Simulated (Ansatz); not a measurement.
Species: C2H7S, charge 1, multiplicity 1. It need not be the lowest isomer of its formula. SMILES: CC[SH2+]
Coordinates optimised at B3LYP-D3(BJ)/def2-TZVP (Ansatz, a first-principles code):
```xyz
10

C      1.5423     0.7300     0.0591
C      0.0315     0.8765     0.0770
S     -0.7522    -0.7918    -0.1533
H     -2.0310    -0.5177     0.1928
H     -0.3591     1.2901     1.0036
H     -0.3484     1.4448    -0.7723
H      1.9708     1.7304     0.1331
H      1.9070     0.1497     0.9067
H      1.9002     0.2818    -0.8675
H     -0.4474    -1.3496     1.0402
```
Charge +1, spin multiplicity 1.

Give the harmonic wavenumbers at B3LYP-D3(BJ)/def2-TZVP (Ansatz, finite differences of forces, unscaled).

170, 245, 284, 560, 723, 797, 837, 963, 1097, 1123, 1201, 1272, 1309, 1428, 1469, 1487, 1494, 2617, 2628, 3052, 3084, 3122, 3125, 3156 cm⁻¹. Zero-point energy 53.2 kcal/mol.

From these and the geometry, give the ideal-gas thermochemistry at 298.15 K and 1 atm (rigid rotor, harmonic oscillator).

Point group C1, rotational symmetry number 1. Rotational constants 25.92, 5.184, 4.704 GHz. S(trans) 38.35, S(rot) 23.75, S(vib) 7.29, S(elec, spin only) 0.00, S 69.4 cal/(mol K). H(298) - H(0) 3.71 kcal/mol; G - E(el) 36.3 kcal/mol.
